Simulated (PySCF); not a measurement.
# Removing an electron from `CC(F)F`

Species: C2H4F2.
Z-matrix (Å and degrees, PBE0-D3(BJ)/def2-TZVP geometry), rows numbered from 1:
```
C 
C   1  1.4972
F   2  1.3607  1  110.28
F   2  1.3606  1  110.30  3   118.01
H   1  1.0908  2  109.37  3   -59.09
H   1  1.0904  2  109.85  3    60.91
H   1  1.0904  2  109.87  3  -179.05
H   2  1.0949  1  114.05  3  -120.99
```

Level: wB97X-D/aug-cc-pVTZ (PySCF). Frontier orbitals with their largest atomic shares (Löwdin; up to four atoms above 4 %):

```
orbital  ε (eV)                          main atoms
 HOMO−3  -13.67   F3 35 %, F4 35 %, C1 12 %, C2 8 %
 HOMO−2  -13.20  C1 30 %, F4 16 %, F3 16 %, C2 12 %
 HOMO−1  -13.07   F3 30 %, F4 29 %, C1 19 %, C2 8 %
   HOMO  -11.64                                   ?
   LUMO    0.84  H7 29 %, H6 29 %, H8 23 %, H5 11 %
 LUMO+1    1.13  H8 39 %, H5 29 %, C1 14 %, C2 12 %
 LUMO+2    1.31  H6 33 %, H7 33 %, C1 20 %, C2 12 %
```

What vertical ionisation energy does ΔSCF give, and how far is −ε(HOMO) from it?

ΔSCF: 12.38 eV (1194 kJ/mol; threshold wavelength 100.2 nm); ⟨S²⟩ of the doublet left behind is 0.753, against 0.75 for a pure doublet. −ε(HOMO) is 11.64 eV, 0.74 eV below it. In exact Kohn–Sham theory the two would be equal; wB97X-D (range-separated hybrid) falls short of its own ΔSCF value by 6 %.

On which atoms does the HOMO lie?

C2 (CHF2 carbon) 26 %, F4 (fluorine of a CF2 group) 22 %, F3 (fluorine of a CF2 group) 22 %, C1 (methyl carbon) 14 %, so no atom holds as much as 40 %. The HOMO−1 lies 1.43 eV lower.

With α = 29.5 au, estimate the like-pair dispersion coefficient by London's formula C6 = (3/4)α²I.

I = 0.4549 Eh, so C6 ≈ 297 au, a rough estimate.

What kinetic energy would electrons from this vertical process carry with 118.2 nm light (10.49 eV)?

The photon is 1.89 eV short of the vertical value.

Isolated species at its PBE0-D3(BJ)/def2-TZVP geometry, gas phase.

The run behind these numbers computed excited states and ΔSCF ions as well. On an Arm Neoverse V1 with one thread, no GPU, shared host with 32 logical CPUs at a one-minute load of 10, this took 45 s of wall time and 1.1 GiB of memory at its peak.

wB97X-D is run here without its empirical dispersion term; that term would change no orbital, density or response property at a fixed geometry.
